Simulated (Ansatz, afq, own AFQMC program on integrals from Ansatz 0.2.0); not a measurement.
Integrals from Ansatz 0.2.0, then the random walk in our own AFQMC program (afq).

```yaml
crystal:
  periodic: [false, false, false]
  atoms:
    - {symbol: Ge, position_ang: [0.006394, -0.010722, -0.022700]}
    - {symbol: H, position_ang: [1.471367, 0.006170, 0.448603]}
    - {symbol: H, position_ang: [-1.219400, 2.055034, 0.742493]}
    - {symbol: H, position_ang: [-0.712789, -1.288498, 0.444867]}
basis:
  gaussian: {orbitals: 6-31G}
magnetization: {spin_polarized: true, initial_magnetization: 1}
correlation: {method: ccsd_t, electrons: outside_noble_gas, hamiltonian_folder: ham}
```

```sh
$ ansatz run in.yaml --threads 1 --pin off --events-out ev --progress --plain --max-ram 16896MiB --backend cuda --devices 0, --max-vram 18GiB
```

afq runs on the folder ham with

```
--method phaseless --trial cisd --walkers 4000 --populations 20 --least-time 60 --time-step 0.005 --steps-per-block 50 --equilibration-blocks 40 --max-blocks 4000 --target-error 0.00032 --factor-cut 1e-05 --start spin_pure --seed 4157 --release-times 0.24,0.51,0.99,1.62,2.4 --release-step 0.03 --release-every 3 --taylor-order 6
```

Times are imaginary, in 1/Eh. The walk had a cap of 122 s. With eight or more populations the least sampling time is a fifth of least-time, and the error comes from their spread. Filled inner d shells are frozen with the cores.

```
orbitals 21  electrons 4 3  factors 160 of 349
reference energy -2076.63041073 Eh
CCSD correlation -0.07437395 Eh in 16 cycles, weight of the determinant in the CISD state 0.7413
energy of the start -2076.700219 Eh
 block  time / (1/Eh)  mean weight  energy / Eh
     1     0.250  1.0001  -2076.701462
     2     0.500  0.9999  -2076.702502
     3     0.750  0.9999  -2076.703319
     4     1.000  0.9999  -2076.703909
     5     1.250  1.0000  -2076.704475
     8     2.000  0.9999  -2076.705544
    11     2.750  1.0000  -2076.705926
    17     4.250  1.0000  -2076.706604
    23     5.750  0.9999  -2076.707073
    29     7.250  1.0000  -2076.706971
    35     8.750  1.0000  -2076.707226
    41    10.250  0.9999  -2076.707344
    47    11.750  0.9998  -2076.707461
    53    13.250  1.0000  -2076.707266
    59    14.750  1.0000  -2076.707721
    65    16.250  0.9998  -2076.707433
    71    17.750  1.0000  -2076.707282
    77    19.250  1.0001  -2076.707485
    83    20.750  0.9997  -2076.707589
    89    22.250  0.9999  -2076.707595
error from the spread of 20 populations
released: time / (1/Eh)  energy / Eh  error  mean overlap
  0.24  -2076.707502  0.000060  0.9997
  0.51  -2076.707557  0.000051  0.9993
  0.99  -2076.707590  0.000044  0.9990
  1.62  -2076.707587  0.000047  0.9996
  2.40  -2076.707642  0.000055  1.0025
energy -2076.707491 +/- 0.000087 Eh
(rows thinned)
```

Estimate how long the walk took on 1 × NVIDIA H100 80GB HBM3 with 2 threads of AMD EPYC 7R13 Processor (Zen 3) (shared host) (the card was shared).

24 s of wall time.

The run passed its tests (sampling time, drift between the halves within three errors, error under three times the target), which doesn't prove that it has relaxed.

Against this walk (error 2.4 meV) on the same determinant: CCSD(T) 18.5 meV higher, full CI 21.2 meV lower. The error is statistical and leaves out the bias of the constraint. The determinant has ⟨S²⟩ = 1.13, so the low cluster orders mix in higher spin, while the walk starts as a pure doublet. Released to 2.40 1/Eh the energy moves by -4 ± 3 meV (both errors), within twice the noise. Full CI is exact here, so the walk's 21 meV above it is the walk's own error: the bias of the constraint with this trial. The determinant is a poor start (see the cautions), so the low cluster orders aren't to be relied on, and full CI is the sure value.

Cautions: constraint bias not in the error; no relativity below Rb; no spin-orbit coupling; inner d shell frozen; strong correlation (T1 0.093, weight of the determinant 0.74, largest double 0.31); unrestricted determinant spin contaminated (⟨S²⟩ 1.13 against 0.75); the released energy hasn't reached full CI (17 meV above it at 2.40 1/Eh).

A walk keeps the symmetry of its determinant, which the program's search chose and which needn't be the lowest solution, so a lower state of the same spin and another symmetry isn't excluded.
